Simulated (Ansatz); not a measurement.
## BGe, quartet: the ladder up to full CI

Geometry: a point of a stretch scan, not a stationary point.

```xyz
2

Ge    0.0000    0.0000    0.0000
B     0.0000    0.0000    2.2250
```

Basis cc-pVDZ; Ansatz 0.2.0. Only valence electrons are correlated (noble-gas cores and the filled d shells of p-block atoms frozen), which leaves 7 electrons in 26 orbitals. R marks a restricted (for open shells ROHF) determinant, U an unrestricted one. Active spaces: pair = (5e, 5o) about the gap; valence = (7e, 8o) chosen from the atoms' valence shells. No spin–orbit coupling is included, and no scalar relativity.

Full CI is exact within this basis and frozen core; it isn't the basis-set limit. The frozen core follows each run's orbitals, which can shift R against U totals by a few meV for light atoms and by up to 0.1 eV past Ca.

For open shells CISD is restricted-active-space CI with the open shells as a complete middle space.

```
UHF ⟨S²⟩                          : 3.764
T1 diagnostic (RCCSD)             : 0.0405
largest doubles amplitude (RCCSD) : 0.102
```

```json
{"level": "RHF", "E − E(full CI) (kcal/mol)": "97.41", "share of correlation (%)": "0.00", "wall time": "–"}
{"level": "RMP2", "E − E(full CI) (kcal/mol)": "25.35", "share of correlation (%)": "73.97", "wall time": "–"}
{"level": "CISD", "E − E(full CI) (kcal/mol)": "10.00", "share of correlation (%)": "89.73", "wall time": "3.2 s"}
{"level": "RCCSD", "E − E(full CI) (kcal/mol)": "6.74", "share of correlation (%)": "93.08", "wall time": "–"}
{"level": "RCCSD(T)", "E − E(full CI) (kcal/mol)": "1.73", "share of correlation (%)": "98.23", "wall time": "5.5 s"}
{"level": "BCCD(T)", "E − E(full CI) (kcal/mol)": "1.81", "share of correlation (%)": "98.14", "wall time": "6 s"}
{"level": "RCCSDT", "E − E(full CI) (kcal/mol)": "0.50", "share of correlation (%)": "99.49", "wall time": "–"}
{"level": "RCCSDT(Q)", "E − E(full CI) (kcal/mol)": "0.10", "share of correlation (%)": "99.89", "wall time": "12 s"}
{"level": "CASSCF (pair space)", "E − E(full CI) (kcal/mol)": "86.12", "share of correlation (%)": "11.58", "wall time": "–"}
{"level": "NEVPT2 (pair space)", "E − E(full CI) (kcal/mol)": "24.29", "share of correlation (%)": "75.07", "wall time": "3.2 s"}
{"level": "MRCISD (pair space)", "E − E(full CI) (kcal/mol)": "9.96", "share of correlation (%)": "89.77", "wall time": "–"}
{"level": "MRCISD+Q (pair space)", "E − E(full CI) (kcal/mol)": "0.95", "share of correlation (%)": "99.02", "wall time": "3.7 s"}
{"level": "CASSCF (valence space)", "E − E(full CI) (kcal/mol)": "52.22", "share of correlation (%)": "46.39", "wall time": "–"}
{"level": "NEVPT2 (valence space)", "E − E(full CI) (kcal/mol)": "12.14", "share of correlation (%)": "87.54", "wall time": "5.5 s"}
{"level": "MRCISD (valence space)", "E − E(full CI) (kcal/mol)": "2.66", "share of correlation (%)": "97.27", "wall time": "–"}
{"level": "MRCISD+Q (valence space)", "E − E(full CI) (kcal/mol)": "-0.29", "share of correlation (%)": "100.30", "wall time": "7 s"}
{"level": "MRCISD+Q(relaxed) (valence space)", "E − E(full CI) (kcal/mol)": "-0.77", "share of correlation (%)": "100.79", "wall time": "7.5 s"}
```

The correlation energy at full CI, counted from RHF, is -4.224 eV. That run took 5.5 min on 1 thread of Arm Neoverse N1, shared host over 5,352,180 determinants.

Run but not shown, since their state or frozen core can't be matched to the reference's or they repeat it: UHF, UMP2, UCCSD, UCCSD(T), UCCSDT, UCCSDT(Q).

Times hold each run's SCF and search for its determinant on a shared host, so for small cases they say little of a method's own cost; they ran on 1 thread of Arm Neoverse N1.

More than 5 meV below full CI, which no variational method can be: MRCISD+Q (valence space), MRCISD+Q(relaxed) (valence space).

The full-CI state has the irrep A2 of C2v, in the program's axes (one component, if the state is degenerate).

Natural occupations of full CI about the gap: 1.941 1.874 0.995 0.957 0.957 0.075 0.075 0.044 0.009 0.009; effectively unpaired electrons, Σ n²(2−n)², 3.11.
